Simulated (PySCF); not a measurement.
## Complete the spectrum of C6H8

C₆H₈.
Geometry (GFN2-xTB, Å), atoms numbered from 1 in this order:
```xyz
14
C6H8 angstrom
C      2.9547    0.8914   -0.3855
C      2.0399    0.3076    0.1181
C      0.9206   -0.4102    0.7005
C     -0.0022   -0.8988   -0.3810
C     -1.2462   -0.5060   -0.6046
C     -2.0360    0.5126    0.1495
H      3.7617    1.4079   -0.8120
H      1.3127   -1.2693    1.2564
H      0.4032    0.2452    1.4036
H      0.4390   -1.6411   -1.0340
H     -1.7867   -0.9595   -1.4268
H     -2.4029    1.2718   -0.5407
H     -1.4536    1.0047    0.9223
H     -2.9047    0.0434    0.6121
```

Level of theory: TDDFT B3LYP/def2-SVPD, vertical, gas phase, core orbitals frozen in the response (PySCF 2.14.0, density-fitted response routines).

Orbital energies (eV): HOMO-3 -9.57, HOMO-2 -7.63, HOMO-1 -7.51, HOMO -7.01, LUMO 0.12, LUMO+1 0.50, LUMO+2 0.94.

Lowest singlets, with some entries withheld (?).

```csv
state,E (eV),f,"main configurations (H = HOMO, L = LUMO)"
S1,6.46,0.0011,"H-1→L (79%), H-1→L+5 (9%)"
S2,6.52,0.083,?
S3,6.62,0.024,"H→L+1 (51%), H-2→L (27%)"
S4,?,0.0015,"H→L+2 (51%), H-2→L+2 (28%)"
S5,?,?,"H-2→L (29%), H→L+3 (24%), H→L (23%)"
S6,7.16,?,?
S7,7.20,?,"H-1→L+1 (37%), H→L+5 (12%), H-2→L+1 (11%)"
S8,7.23,0.094,?
```

Question: Supply the missing values.

Answer: 
- S2: H→L (40%), H→L+1 (36%), H-2→L (13%)
- S4: E = 6.74 eV
- S5: E = 7.05 eV; f = 0.113
- S6: f = 0.016; H-1→L+1 (45%), H-1→L+2 (12%)
- S7: f = 0.0089
- S8: H-2→L+1 (24%), H→L+3 (16%), H→L (11%)

Question: What is the mean static polarisability from the same response equations?

Answer: 71.9 au (10.66 Å³), with principal values 58.5, 61.4 and 95.9 au.

Question: Which level carries the most intensity, and what share of the listed sum of f?

Answer: S5, with f = 0.113 of 0.343, 33%.

Question: Where do the lowest triplets lie (Tamm–Dancoff)?

Answer: T1 4.52 eV, H→L (80%); T2 5.50 eV, H-1→L+2 (25%), H-2→L (22%), H-2→L+5 (12%); T3 5.94 eV, H-1→L (37%), H-2→L+2 (19%), H-1→L+5 (12%). E(S1) − E(T1) = +1.94 eV.

One conformer stands for the species.
